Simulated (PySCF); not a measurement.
# UTPSS/cc-pVTZ run of BH2 (boron dihydride)

Aim: the vertical doublet–quartet gap of BH2 (boron dihydride) at UTPSS/cc-pVTZ, from 2 runs. 

Program for the calculation: PySCF 2.14.0.

2 further runs of the same task are left out: 2 set aside as unsound or not needed.

### Step 1. The system as given

BH2: 3 atoms, total charge 0, spin state doublet. As SMILES, `[BH2]`. The shape is that of a GFN2-xTB optimisation.

Bond lengths: B1–H2 1.159 Å, B1–H3 1.159 Å. Angles: H2–B1–H3 128.4°.

### Step 2. The energy at UTPSS/cc-pVTZ

The input, job.py:

```python
# [BH2]
from pyscf import gto, dft

mol = gto.M(
    atom=[
    ('B', (0.262840, -0.166230, 0.128640)),
    ('H', (0.280020, 0.985320, 0.260980)),
    ('H', (-0.542860, -0.819090, -0.389630)),
],
    verbose=4,
    charge=0,
    max_memory=1860,
    spin=1,
    basis='cc-pvtz',
)

ks = dft.UKS(mol)
ks.xc = 'tpss'
ks.conv_tol = 1e-10
ks.grids.level = 5
ks.kernel()
if not ks.converged:
    ks = ks.newton().run(ks.mo_coeff, ks.mo_occ)

etot = ks.e_tot
print(f'total energy: {etot:.8f} hartree')
```

Run with:

```bash
$ OMP_NUM_THREADS=1 python job.py
```

The program printed:

```text
PySCF version 2.14.0

[INPUT] num. atoms = 3
[INPUT] num. electrons = 7
[INPUT] charge = 0
[INPUT] spin (= nelec alpha-beta = 2S) = 1
[INPUT] symmetry False subgroup None
[INPUT] Mole.unit = angstrom
[INPUT] Symbol           X                Y                Z      unit          X                Y                Z       unit  Magmom
[INPUT]  1 B      0.262840000000  -0.166230000000   0.128640000000 AA    0.496695614581  -0.314129173686   0.243094368664 Bohr   0.0
[INPUT]  2 H      0.280020000000   0.985320000000   0.260980000000 AA    0.529161109401   1.861984945056   0.493180723989 Bohr   0.0
[INPUT]  3 H     -0.542860000000  -0.819090000000  -0.389630000000 AA   -1.025856723981  -1.547855771370  -0.736293989914 Bohr   0.0

nuclear repulsion = 4.81824384906663
number of shells = 21
number of NR pGTOs = 74
number of NR cGTOs = 58
basis = cc-pvtz
ecp = {}

******** <class 'pyscf.dft.uks.UKS'> ********
method = UKS
initial guess = minao
damping factor = 0
level_shift factor = 0
DIIS = <class 'pyscf.scf.diis.CDIIS'>
diis_start_cycle = 1
diis_space = 8
diis_damp = 0
SCF conv_tol = 1e-10
SCF conv_tol_grad = None
SCF max_cycles = 50
direct_scf = True
direct_scf_tol = 1e-13
number electrons alpha = 4  beta = 3
XC library pyscf.dft.libxc version 7.0.0
    S. Lehtola, C. Steigemann, M. J.T. Oliveira, and M. A.L. Marques.,  SoftwareX 7, 1–5 (2018)
XC functionals = tpss
    J. Tao, J. P. Perdew, V. N. Staroverov, and G. E. Scuseria.,  Phys. Rev. Lett. 91, 146401 (2003)
    J. Tao, J. P. Perdew, V. N. Staroverov, and G. E. Scuseria.,  Phys. Rev. Lett. 91, 146401 (2003)
radial grids:
    Treutler-Ahlrichs [JCP 102, 346 (1995); DOI:10.1063/1.469408] (M4) radial grids

becke partition: Becke, JCP 88, 2547 (1988); DOI:10.1063/1.454033
pruning grids: <function nwchem_prune>
grids dens level: 5
symmetrized grids: False
atomic radii adjust function: <function treutler_atomic_radii_adjust>
small_rho_cutoff = 0
Set gradient conv threshold to 1e-05
tot grids = 90240
init E= -25.8086658988988
[... the frontier-level lines of each cycle are left out ...]


cycle= 1 E= -25.9449859349731  delta_E= -0.136  |g|= 0.0853  |ddm|= 0.741
cycle= 2 E= -25.9495632453304  delta_E= -0.00458  |g|= 0.0201  |ddm|= 0.0966
cycle= 3 E= -25.9498965068981  delta_E= -0.000333  |g|= 0.00657  |ddm|= 0.0274
cycle= 4 E= -25.9499290996195  delta_E= -3.26e-05  |g|= 0.00108  |ddm|= 0.00638
cycle= 5 E= -25.9499298159318  delta_E= -7.16e-07  |g|= 0.000255  |ddm|= 0.00143
cycle= 6 E= -25.9499298622852  delta_E= -4.64e-08  |g|= 7.08e-05  |ddm|= 0.000302
cycle= 7 E= -25.949929866569  delta_E= -4.28e-09  |g|= 1.04e-05  |ddm|= 8.43e-05
cycle= 8 E= -25.9499298666884  delta_E= -1.19e-10  |g|= 1.77e-06  |ddm|= 1.55e-05
cycle= 9 E= -25.9499298666919  delta_E= -3.45e-12  |g|= 2.32e-07  |ddm|= 2.42e-06
Extra cycle  E= -25.949929866692  delta_E= -1.78e-13  |g|= 1e-07  |ddm|= 3.42e-07
converged SCF energy = -25.949929866692  <S^2> = 0.75174131  2S+1 = 2.0017406
total energy: -25.94992987 hartree
```

Wall time 9.3 s (1 thread of Arm Neoverse V2, shared host); peak memory 0.32 GiB.

### Step 3. The quartet at the same level

The input, input.py:

```python
from pyscf import gto, dft

mol = gto.M(
    atom='''
B        0.262840      -0.166230       0.128640
H        0.280020       0.985320       0.260980
H       -0.542860      -0.819090      -0.389630
''',
    spin=3,
    max_memory=1860,
    verbose=4,
    charge=0,
    basis='cc-pvtz',
)

myscf = dft.UKS(mol)
myscf.xc = 'tpss'
myscf.conv_tol = 1e-10
myscf.grids.level = 5
myscf.kernel()
if not myscf.converged:
    myscf = myscf.newton().run(myscf.mo_coeff, myscf.mo_occ)

etot = myscf.e_tot
print('Final energy', etot)
```

Run with:

```bash
$ OMP_NUM_THREADS=1 python input.py
```

The program printed:

```text
PySCF version 2.14.0

[INPUT] num. atoms = 3
[INPUT] num. electrons = 7
[INPUT] charge = 0
[INPUT] spin (= nelec alpha-beta = 2S) = 3
[INPUT] symmetry False subgroup None
[INPUT] Mole.unit = angstrom
[INPUT] Symbol           X                Y                Z      unit          X                Y                Z       unit  Magmom
[INPUT]  1 B      0.262840000000  -0.166230000000   0.128640000000 AA    0.496695614581  -0.314129173686   0.243094368664 Bohr   0.0
[INPUT]  2 H      0.280020000000   0.985320000000   0.260980000000 AA    0.529161109401   1.861984945056   0.493180723989 Bohr   0.0
[INPUT]  3 H     -0.542860000000  -0.819090000000  -0.389630000000 AA   -1.025856723981  -1.547855771370  -0.736293989914 Bohr   0.0

nuclear repulsion = 4.81824384906663
number of shells = 21
number of NR pGTOs = 74
number of NR cGTOs = 58
basis = cc-pvtz
ecp = {}

******** <class 'pyscf.dft.uks.UKS'> ********
method = UKS
initial guess = minao
damping factor = 0
level_shift factor = 0
DIIS = <class 'pyscf.scf.diis.CDIIS'>
diis_start_cycle = 1
diis_space = 8
diis_damp = 0
SCF conv_tol = 1e-10
SCF conv_tol_grad = None
SCF max_cycles = 50
direct_scf = True
direct_scf_tol = 1e-13
number electrons alpha = 5  beta = 2
XC library pyscf.dft.libxc version 7.0.0
    S. Lehtola, C. Steigemann, M. J.T. Oliveira, and M. A.L. Marques.,  SoftwareX 7, 1–5 (2018)
XC functionals = tpss
    J. Tao, J. P. Perdew, V. N. Staroverov, and G. E. Scuseria.,  Phys. Rev. Lett. 91, 146401 (2003)
    J. Tao, J. P. Perdew, V. N. Staroverov, and G. E. Scuseria.,  Phys. Rev. Lett. 91, 146401 (2003)
radial grids:
    Treutler-Ahlrichs [JCP 102, 346 (1995); DOI:10.1063/1.469408] (M4) radial grids

becke partition: Becke, JCP 88, 2547 (1988); DOI:10.1063/1.454033
pruning grids: <function nwchem_prune>
grids dens level: 5
symmetrized grids: False
atomic radii adjust function: <function treutler_atomic_radii_adjust>
small_rho_cutoff = 0
Set gradient conv threshold to 1e-05
tot grids = 90240
init E= -25.8086658988988
[... the frontier-level lines of each cycle are left out ...]


cycle= 1 E= -25.7471323998956  delta_E= 0.0615  |g|= 0.0846  |ddm|= 0.829


cycle= 2 E= -25.7528636394055  delta_E= -0.00573  |g|= 0.0349  |ddm|= 0.133


cycle= 3 E= -25.7537733332228  delta_E= -0.00091  |g|= 0.0112  |ddm|= 0.0508


cycle= 4 E= -25.7538777536454  delta_E= -0.000104  |g|= 0.00191  |ddm|= 0.016


cycle= 5 E= -25.7538815478082  delta_E= -3.79e-06  |g|= 0.00056  |ddm|= 0.00249


cycle= 6 E= -25.7538817890252  delta_E= -2.41e-07  |g|= 0.000271  |ddm|= 0.000914


cycle= 7 E= -25.7538818061382  delta_E= -1.71e-08  |g|= 0.00024  |ddm|= 0.000451


cycle= 8 E= -25.7538818607714  delta_E= -5.46e-08  |g|= 1.29e-05  |ddm|= 0.000227


cycle= 9 E= -25.753881860925  delta_E= -1.54e-10  |g|= 1.37e-06  |ddm|= 1.6e-05


cycle= 10 E= -25.7538818609263  delta_E= -1.37e-12  |g|= 1.14e-07  |ddm|= 1.32e-06


Extra cycle  E= -25.7538818609264  delta_E= -6.39e-14  |g|= 5.42e-08  |ddm|= 1.46e-07
converged SCF energy = -25.7538818609264  <S^2> = 3.7526451  2S+1 = 4.0013224
Final energy -25.753881860926406
```

Run time: 9.9 s. Hardware: 1 thread of Arm Neoverse V2, shared host; peak memory 0.32 GiB.

### Step 4. What came out

At UTPSS/cc-pVTZ:

| quantity | value |
| --- | --- |
| doublet: total energy | -25.94993 Eh |
| doublet: dipole moment | 0.52 D |
| doublet: HOMO energy (highest over α and β) | -5.07 eV |
| doublet: LUMO energy (lowest over α and β) | -3.13 eV |
| doublet: ⟨S²⟩ | 0.752 |
| quartet: total energy | -25.75388 Eh |
| quartet: dipole moment | 1.26 D |
| quartet: HOMO energy (highest over α and β) | -4.36 eV |
| quartet: ⟨S²⟩ | 3.753 |
| vertical energy of the quartet above the doublet | 5.335 eV |

In words: At this shape the quartet lies 5.33 eV (123 kcal/mol) above the doublet.
